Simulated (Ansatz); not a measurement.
A nudged elastic band was laid between two geometries of C₂H₈Si (11 atoms, charge 0, multiplicity 1).

Computed with RKS PBE-D4/def2-SVP (Ansatz).

- movable images: 5
- climbing image: yes
- spring: 5.0 eV/Å²
- optimiser: quadratic models (default)
- start path: IDPP
- force threshold: 0.05 eV/Å
- iteration limit: 60
- end points: relaxed

First end point:

```xyz
11
Properties=species:S:1:pos:R:3
C -1.062 0.978 -0.669
Si -0.312 -0.660 -0.088
C 1.362 -0.397 0.754
H -2.042 0.813 -1.160
H -0.396 1.483 -1.397
H -1.221 1.667 0.186
H -0.141 -1.581 -1.271
H -1.260 -1.333 0.874
H 2.086 0.076 0.060
H 1.792 -1.362 1.090
H 1.260 0.259 1.643
```

Last end point:

```xyz
11
Properties=species:S:1:pos:R:3
C -1.264 0.931 -0.246
Si -0.213 -0.641 -0.298
C 1.473 -0.370 0.519
H -2.249 0.770 -0.729
H -0.757 1.764 -0.774
H -1.446 1.251 0.801
H -0.015 -1.069 -1.731
H -0.942 -1.758 0.409
H 2.081 -1.297 0.498
H 1.354 -0.063 1.578
H 2.043 0.424 -0.006
```

(1) What changes between the two ends?

(2) What energy profile does the band end with?

(3) What is the geometry of the highest image?

(4) What are the harmonic wavenumbers there?

The band took 3 iterations and about 50 core-seconds.

## Answers

(1) No bond is made or broken. The dihedral C1–Si2–C3–H10 goes from -180 to 59°. The two ends are copies of one structure, up to a mirror image or an exchange of like atoms.

(2) It converged. The highest image is number 3 of 0 to 6, 6.5 kJ/mol above the ends, which have the same energy within 2 meV. A vibrational analysis at the climbing image gives one clearly imaginary mode, 163i cm⁻¹: a first-order saddle point.

| image | path coordinate (Å) | energy (kJ/mol) | dihedral C1–Si2–C3–H10 (°) |
| --- | --- | --- | --- |
| 0 | 0.00 | 0.0 | -180 |
| 1 | 0.57 | 1.6 | 160 |
| 2 | 1.14 | 4.9 | 140 |
| 3 | 1.71 | 6.5 | 120 |
| 4 | 2.29 | 4.8 | 100 |
| 5 | 2.87 | 1.5 | 79 |
| 6 | 3.45 | 0.0 | 59 |

(3) 
```xyz
11
Properties=species:S:1:pos:R:3
C -1.235 0.944 -0.349
Si -0.224 -0.654 -0.259
C 1.455 -0.371 0.589
H -2.211 0.770 -0.846
H -0.692 1.723 -0.923
H -1.434 1.343 0.666
H -0.011 -1.185 -1.656
H -1.011 -1.697 0.494
H 2.297 -0.622 -0.087
H 1.559 -0.997 1.498
H 1.573 0.689 0.895
```

(4) 163i, 175, 210, 448, 600, 635, 649, 708, 815, 826, 858, 886, 925, 1214, 1223, 1385, 1386, 1389, 1392, 2143, 2143, 2975, 2980, 3074, 3076, 3078, 3080 cm⁻¹.

Time of the run: 48 s on 1 thread of Arm Neoverse V1 (shared host), peak memory 0.11 GiB.
